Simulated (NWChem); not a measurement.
# One shape, several levels: CHCl2F (SMILES FC(Cl)Cl)

Wanted: a comparison of 4 runs (HF/STO-3G, HF/3-21G, B3LYP/6-31G*) of CHCl2F. 

The results are computed with NWChem 7.3.0.

1 further run of the same task is left out (set aside as unsound or not needed).

**1. Starting point**

CHCl2F: 5 atoms, total charge 0, spin state singlet. As SMILES, `FC(Cl)Cl`. The F1–C2 distance was set to 2.011 Å, away from the relaxed value. At this shape a bond of the SMILES string is far longer than usual.

Bond lengths: C2–Cl3 1.759 Å, C2–Cl4 1.759 Å, C2–H5 1.088 Å. Angles: Cl3–C2–Cl4 111.6°, Cl3–C2–H5 108.4°, Cl4–C2–H5 108.4°. A long bond or contact: F1–C2 2.011 Å.

**2. The energy at HF/STO-3G (run 1)**

File mymol.nw:

```
start mymol
title "CHCl2F"
memory 2200 mb
charge 0

geometry units atomic noautosym nocenter noautoz
 F  -1.68018573  0.28166557  3.45873360
 C   0.01209425  0.18783878  0.05801459
 Cl  2.75881117 -1.67580913  0.23980625
 Cl -2.11724915 -0.99248416 -2.20549936
 H   0.55671332  2.09079298 -0.49605311
end

basis "ao basis" spherical bse
 * library STO-3G
end

scf
 thresh 1e-08
 maxiter 80
end

task scf energy
```

Run with:

```bash
$ nwchem mymol.nw > mymol.out
```

The log of the run:

```text
[...]
  functions       =    29
[...]
  wavefunction    = RHF
[...]
         Total SCF energy =  -1044.987795288286
      One-electron energy =  -1833.032742770453
      Two-electron energy =    594.895851876528
 Nuclear repulsion energy =    193.149095605639
        Time for solution =      1.0s
[...]
```

Run time: 1.7 s. Hardware: 1 thread of Intel Xeon Platinum 8559C (Emerald Rapids), shared host; peak memory 0.098 GiB.

**3. A single-point energy at HF/3-21G (run 2)**

File chcl2f.nw:

```
start chcl2f
memory 2200 mb
charge 0

geometry units angstrom noautosym nocenter noautoz
F       -0.889116       0.149051       1.830283
C        0.006400       0.099400       0.030700
Cl       1.459900      -0.886800       0.126900
Cl      -1.120400      -0.525200      -1.167100
H        0.294600       1.106400      -0.262500
end

basis spherical bse
* library 3-21G
end

scf
singlet
rhf
thresh 1e-08
maxiter 80
print medium
end

task scf energy
```

Run with:

```bash
$ nwchem chcl2f.nw > chcl2f.out
```

The log of the run:

```text
[...]
  functions       =    46
[...]
  wavefunction    = RHF
[...]
         Total SCF energy =  -1051.561112412706
      One-electron energy =  -1839.513138088950
      Two-electron energy =    594.802916131342
 Nuclear repulsion energy =    193.149109544901
        Time for solution =      1.4s
[...]
```

It took 2 s on 1 thread of Intel Xeon Platinum 8559C (Emerald Rapids), shared host; peak memory 0.095 GiB.

Run 3 isn't shown in full; the table further down has it.

**4. The energy at B3LYP/6-31G(d) (Cartesian functions) (run 4)**

File input.nw:

```
start input
title "CHCl2F B3LYP"
memory total 2200 mb

geometry units atomic noautosym nocenter noautoz
  F  -1.68018573  0.28166557  3.45873360
  C   0.01209425  0.18783878  0.05801459
  Cl  2.75881117 -1.67580913  0.23980625
  Cl -2.11724915 -0.99248416 -2.20549936
  H   0.55671332  2.09079298 -0.49605311
end

basis
  * library 6-31G*
end

dft
  xc b3lyp
  grid xfine
  convergence energy 1e-08
  iterations 100
  mulliken
  noprint "final vectors analysis"
end

task dft
```

Run with:

```bash
$ nwchem input.nw > input.out
```

The log of the run:

```text
[...]
          Wavefunction type:  closed shell.
          No. of atoms     :     5
          No. of electrons :    50
[...]
          Charge           :     0
          Spin multiplicity:     1
[...]
          AO basis - number of functions:    70
[...]
              XC Information
              --------------
                         B3LYP Method XC Potential
                     Hartree-Fock (Exact) Exchange  0.200
                        Slater Exchange Functional  0.800 local
                    Becke 1988 Exchange Functional  0.720 non-local
              Lee-Yang-Parr Correlation Functional  0.810
                  VWN I RPA Correlation Functional  0.190 local
[...]
 d= 0,ls=0.0,diis     1  -1058.5237928481 -1.25D+03  9.77D-02  2.15D+00     1.6
[...]
 d= 0,ls=0.0,diis    12  -1058.8232856443 -4.36D-10  4.59D-07  1.81D-09    16.2
         Total DFT energy =    -1058.823285644308
      One electron energy =    -1846.184662536001
           Coulomb energy =      666.812571038542
    Exchange-Corr. energy =      -72.600289752489
 Nuclear repulsion energy =      193.149095605639
[...]
      Total Density - Mulliken Population Analysis
     ---------------------------------------------
    Atom       Charge   Shell Charges
 -----------   ------   -------------------------------------------------------
    1 F    9     9.32   1.99  0.95  3.21  1.02  2.12  0.02
    2 C    6     6.15   1.99  0.73  1.78  0.74  0.88  0.04
    3 Cl  17    16.90   2.00  1.99  5.97  1.49  3.59  0.51  1.38 -0.01
    4 Cl  17    16.90   2.00  1.99  5.97  1.49  3.59  0.51  1.38 -0.01
    5 H    1     0.73   0.52  0.22
[...]
```

Run time: 17 s. Hardware: 1 thread of Intel Xeon Platinum 8559C (Emerald Rapids), shared host; peak memory 0.13 GiB.

**5. All runs side by side**

| run | level | iteration cap | module | energy (Eh) | dipole moment (D) | HOMO energy (eV) | LUMO energy (eV) | wall time |
| --- | --- | --- | --- | --- | --- | --- | --- | --- |
| 1 | HF/STO-3G | 80 | scf | -1044.987795 | 1.60 | -9.73 | 3.62 | 1.7 s |
| 2 | HF/3-21G | 80 | scf | -1051.561112 | 3.18 | -12.52 | 0.83 | 2 s |
| 3 | B3LYP/6-31G* (spherical functions) | 100 | dft | -1058.814717 | 3.27 | -8.78 | -3.59 | 15 s |
| 4 | B3LYP/6-31G* (Cartesian functions) | 100 | dft | -1058.823286 | 3.27 | – | – | 17 s |

**6. Outcome**

| quantity | value |
| --- | --- |
| run 4: total energy | -1058.82329 Eh |
| run 4: dipole moment | 3.27 D |

In words: The dipole moment (its size) runs from 1.60 D (HF/STO-3G) to 3.27 D (B3LYP/6-31G*). The two ends differ in method and basis. Over runs 1, 2, 3 the HOMO–LUMO gap runs from 5.19 eV (B3LYP/6-31G*) to 13.35 eV (HF/STO-3G). In run 1 the basis is minimal, so the values are rough. All runs together took 35 s, the longest 17 s.
